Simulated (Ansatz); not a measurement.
H₂Si (`[SiH2]`). Charge 0, multiplicity 1.

```xyz
3

Si   -0.635   -0.066   -0.314
H     0.796    0.090   -0.820
H    -0.161   -0.024    1.135
```

List the harmonic frequencies (cm⁻¹, unscaled) at PBE0-D4/def2-TZVP in Ansatz. (An estimate is asked.)

Computed: 1010, 2049, 2052.

Is this a minimum?

Yes, all 3 modes are real.

Give the ideal-gas thermochemistry at 298.15 K and 1 bar (rigid rotor, harmonic oscillator; point group C2v, symmetry number 2).

Zero-point energy 30.6 kJ/mol; H(298) − E = 40.6 kJ/mol; entropy 207.5 J/(mol·K), of which translation 151.3, rotation 55.8, vibration 0.4; G(298) − E = -21.3 kJ/mol.

Rotational constants (cm⁻¹)?

7.865, 7.043, 3.716.
